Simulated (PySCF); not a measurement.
## Do core-level shifts follow atomic charges?

C₄H₅FO.
Atom-mapped SMILES: `[CH2:1]=[C:2]([CH3:3])[C:4](=[O:5])[F:6]`

Cartesian coordinates in Å at the GFN2-xTB level; atoms count from 1:
```
atom  x, y, z in Å
C1     1.331   -0.643    0.067
C2     0.164   -0.004    0.005
C3    -1.170   -0.680   -0.042
C4     0.096    1.464   -0.024
O5    -0.859    2.162   -0.075
F6     1.334    2.048    0.016
H7     1.376   -1.718    0.089
H8     2.269   -0.115    0.100
H9    -1.700   -0.392   -0.949
H10   -1.777   -0.360    0.803
H11   -1.057   -1.759   -0.017
```

Binding energies: PySCF 2.14.0, delta-SCF UKS SCAN, pcX-2 on the ionised atom, pcseg-1 elsewhere, spin-free X2C. Charges: PBE0/pcSseg-1 ground-state density, for the ionised atom.

```tsv
atom	environment	C 1s (eV)	Mulliken (e)	IAO (e)	Hirshfeld (e)	ESP (e)
C1	terminal =CH2 carbon	291.05	+0.023	-0.262	-0.065	-0.499
C3	allylic carbon	291.33	-0.132	-0.425	-0.116	-0.502
C2	fully substituted alkene carbon	291.80	-0.570	-0.047	-0.002	+0.149
C4	acyl halide carbon	295.57	+0.646	+0.598	+0.231	+0.632
```

Q: How well does each charge scheme correlate with the binding energies over these sites?

A: Hirshfeld: r = 0.97, slope 13.4 eV per e; IAO: r = 0.96, slope 4.5 eV per e; ESP: r = 0.90, slope 3.4 eV per e; Mulliken: r = 0.78, slope 3.3 eV per e. On 4 points no scheme stands out.

Q: The point-charge model writes a binding energy as kq + V + constant, with V the potential of the other atoms' charges at the site. What does it give with the ESP charges?

A: V = Σ 14.40 eV Å × q/r over all other atoms: +7.50 eV at C1, +7.35 eV at C3, -2.02 eV at C2, -7.99 eV at C4. Fitting binding energy − V to q gives k = 17.2 eV per e and leaves an rms residual of 0.57 eV, against 0.81 eV for the fit on q alone. The model has no term for differences in relaxation between sites.

One conformer (not necessarily the lowest) at the GFN2-xTB geometry, without solvent, vibrations or thermal averaging.
